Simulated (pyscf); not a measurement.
Single points on ωB97X-D3(BJ)/def2-SVP structures (PySCF, gas phase).

PBE/def2-TZVP puts the barrier of :HSi–Cl [singlet] + hydrogen (H₂) → H₃Si–Cl (insertion; singlet surface; H–H broken, H–Si, H–Si formed) at 8.4 kcal/mol and the reaction energy at -48.4 kcal/mol, from the separated reactants. What do r²SCAN/def2-TZVP, M06-2X/def2-TZVP, ωB97M-D3(BJ)/def2-TZVP give on the same structures?

r²SCAN: ΔE‡ = 7.7 kcal/mol, ΔE = -53.9 kcal/mol; M06-2X: ΔE‡ = 17.3 kcal/mol, ΔE = -49.3 kcal/mol; ωB97M-D3(BJ): ΔE‡ = 16.1 kcal/mol, ΔE = -49.5 kcal/mol. PBE's barrier lies among them. Its reaction energy lies over all of them, by 0.9 to 5.4 kcal/mol. One saddle was located; it need not be the lowest between these sides.
